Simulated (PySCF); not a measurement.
Compound: C5H5O (charge +1).
Structure used (PBE0-D3(BJ)/def2-SVP), in Å, numbered top down from 1:
```xyz
11
C5H5O angstrom
C      2.3154    0.1529    0.3267
C      0.8976   -0.0968    0.2149
C     -0.2903   -0.3249    0.1207
C     -1.7149   -0.5836    0.0074
C     -2.3472    0.7160    0.0412
O     -2.7624    1.7528    0.0717
H      2.5234    0.8416    1.1597
H      2.7100    0.5882   -0.6036
H      2.8472   -0.7917    0.5214
H     -2.1498   -1.1792    0.8388
H     -2.0269   -1.0699   -0.9421
```

All values: CAM-B3LYP/def2-SVPD (PySCF, non-relativistic), on one gas-phase PBE0-D3(BJ)/def2-SVP geometry that isn't relaxed in the solvent. The solvent is an IEF-PCM continuum (van der Waals radii × 1.2), and excitations are vertical TDDFT with non-equilibrium linear response and a frozen core. Specific hydrogen bonds and non-electrostatic terms are outside this model.

Gas-phase singlets (H = HOMO, L = LUMO):

```json
{"state": "S1", "E (eV)": "4.046", "λ (nm)": "306", "f": "0.000", "leading configurations": "H→L 97%"}
{"state": "S2", "E (eV)": "4.361", "λ (nm)": "284", "f": "0.006", "leading configurations": "H→L+1 97%"}
{"state": "S3", "E (eV)": "4.395", "λ (nm)": "282", "f": "0.000", "leading configurations": "H-1→L+1 99%"}
{"state": "S4", "E (eV)": "4.525", "λ (nm)": "274", "f": "0.103", "leading configurations": "H-1→L 94%"}
{"state": "S5", "E (eV)": "6.684", "λ (nm)": "186", "f": "0.000", "leading configurations": "H-1→L+3 48%, H→L+4 39%"}
```

Task: How does the list change in chloroform (ε = 4.711)?

Result: 
```
state  E (eV)  λ (nm)      f  leading configurations  change by rank (eV)
   S1   4.451     279  0.001                 H→L 97%               +0.405
   S2   4.827     257  0.043    H→L+1 65%, H-1→L 34%               +0.466
   S3   4.885     254  0.086    H-1→L 63%, H→L+1 34%               +0.490
   S4   4.901     253  0.000             H-1→L+1 99%               +0.376
   S5   6.758     183  0.000  H-1→L+3 56%, H→L+4 25%               +0.074
```

Task: What are the lowest 5 singlets in acetone (ε = 20.49)?

Result: 
```json
{"state": "S1", "E (eV)": "4.582", "λ (nm)": "271", "f": "0.001", "leading configurations": "H→L 97%", "change by rank (eV)": "+0.536"}
{"state": "S2", "E (eV)": "4.975", "λ (nm)": "249", "f": "0.065", "leading configurations": "H-1→L 56%, H→L+1 42%", "change by rank (eV)": "+0.614"}
{"state": "S3", "E (eV)": "5.034", "λ (nm)": "246", "f": "0.057", "leading configurations": "H→L+1 57%, H-1→L 40%", "change by rank (eV)": "+0.639"}
{"state": "S4", "E (eV)": "5.070", "λ (nm)": "245", "f": "0.000", "leading configurations": "H-1→L+1 99%", "change by rank (eV)": "+0.545"}
{"state": "S5", "E (eV)": "6.783", "λ (nm)": "183", "f": "0.000", "leading configurations": "H-1→L+4 58%, H→L+5 18%", "change by rank (eV)": "+0.099"}
```

Task: The ground-state energy changes by -2.530 eV from gas to acetone. By how much does the total energy of gas-phase S1 change?

Result: E(S1) = E(S0) + excitation energy, so it changes by -2.530 + 0.536 = -1.994 eV: it is lowered less than the ground state, which is what a blue shift means. This is the vertical state, with the slow part of the continuum still set for S0.

Task: How do the frontier levels move from gas to acetone?

Result: 
```
orbital  gas (eV)  solvent (eV)  change (eV)
 LUMO+2     -3.99          0.48        +4.47
 LUMO+1     -6.62         -1.88        +4.74
   LUMO     -6.67         -2.00        +4.67
   HOMO    -13.97         -9.88        +4.09
 HOMO-1    -14.13        -10.05        +4.08
 HOMO-2    -17.71        -13.94        +3.77
 HOMO-3    -17.72        -13.94        +3.78
```

The HOMO–LUMO gap goes from 7.30 to 7.88 eV.
